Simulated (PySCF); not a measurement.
sulfur dioxide (O2S), SMILES O=S=O.

The structure is a stationary point at B3LYP-D3(BJ)/def2-TZVP.

Two levels are set side by side: PBE/def2-TZVPD (PySCF) and PBE0/def2-TZVPD (PySCF). Same geometry, gas phase. Differences are taken from unrounded values.

| quantity | PBE0 |
|---|---|
| orbital gap (eV) | 6.10 |
| highest occupied level (eV) | -9.65 |
| lowest empty level (eV) | -3.55 |
| dipole moment (D) | 1.67 |
| mean polarisability (bohr³) | 25.3 |

Problem. What does PBE give, and how far is it from PBE0? (The exact figures need the calculation; the answer reports its results.)

Solution. 
| quantity | PBE | PBE minus PBE0 |
|---|---|---|
| orbital gap (eV) | 3.62 | -2.49 |
| highest occupied level (eV) | -8.09 | 1.57 |
| lowest empty level (eV) | -4.47 | -0.92 |
| dipole moment (D) | 1.52 | -0.14 |
| mean polarisability (bohr³) | 26.4 | 1.1 |

Without exact exchange PBE keeps part of each electron's self-repulsion, which lifts occupied levels and narrows the gap. Loosely held outer electrons make PBE densities more polarisable. Differences between two approximate levels are no errors against the true value.

Rough cost on one machine, each run with all the roots and properties that it gave: PBE0 against PBE within a factor of 2.
